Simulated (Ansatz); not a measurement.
We consider fluorite CdF2, described by HSE06 in Ansatz (plane waves, PAW).

Settings: plane-wave cutoff 460 eV, 8×8×8 k mesh, Fermi–Dirac smearing 0.01 eV, scalar-relativistic PAW data made under PBE.

Computed at the level's own relaxed cell.

Q: Predict the smallest direct gap on the k points sampled, equilibrium volume per atom and lattice parameter a.

A: 
- smallest direct gap on the k points sampled: 5.75 eV
- equilibrium volume per atom: 13.25 Å³/atom
- lattice parameter a: 5.418 Å

Measured, for comparison: lattice constant a 5.388 Å (temperature not stated, copied from a table, unchecked, no zero-point or thermal correction; as tabulated in Crystal Structures 1, 239 (1963)). Computed (rounded) less measured: lattice constant a not scored (unchecked).

Spin–orbit coupling is not included.

Ansatz is an electronic-structure program.
